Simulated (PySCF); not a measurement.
Molecule: `CP(C)(=O)O`, C₂H₇O₂P.

Atoms are numbered as in `[CH3:1][P:2]([CH3:3])(=[O:4])[OH:5]`. Each H is labelled by its parent atom.

Geometry PBE0-D3(BJ)/def2-SVP throughout; GIAO in PySCF, gas phase, one conformer, non-relativistic; equivalent atoms averaged; functional PBE0.

Question: How do the shifts δ (against TMS, H3PO4, H2O at the same level) depend on the basis set? (ppm; last column core-seconds on 1 thread of an Arm Neoverse V2, shared host)

Answer: 
```csv
basis set,functions,C1/C3,P2,O4,O5,H(C1)/H(C3),H(O5),core-s
pcSseg-0,63,20.8,4.5,167.4,91.5,1.51,0.54,4.2
cc-pVDZ,109,17.9,34.7,150.1,103.9,1.10,1.29,8.4
aug-cc-pVDZ,182,18.8,22.6,137.3,102.9,1.38,1.74,16
cc-pVTZ,252,18.4,30.3,157.0,115.4,1.27,2.07,28
IGLO-III,254,19.3,41.5,155.7,116.4,1.31,2.14,25
```

Question: Which nucleus moves most, in ppm?

Answer: P2 (phosphorus bonded to 2 C, 2 O): from 4.5 ppm with pcSseg-0 to 41.5 ppm with IGLO-III. The smallest spread is 0.41 ppm, at H(C1)/H(C3). Proton shifts span only some 12 ppm, so a few tenths of a ppm matter as much there as several ppm in carbon.

Question: Taking the largest basis, IGLO-III (254 functions), as the yardstick, rank the others by their worst heavy-atom deviation.

Answer: cc-pVTZ 11.2 ppm (252 functions), cc-pVDZ 12.5 ppm (109 functions), aug-cc-pVDZ 19.0 ppm (182 functions), pcSseg-0 37.0 ppm (63 functions).

A small basis that lands close on one nucleus may do so by chance; judge by the trend and by all nuclei.
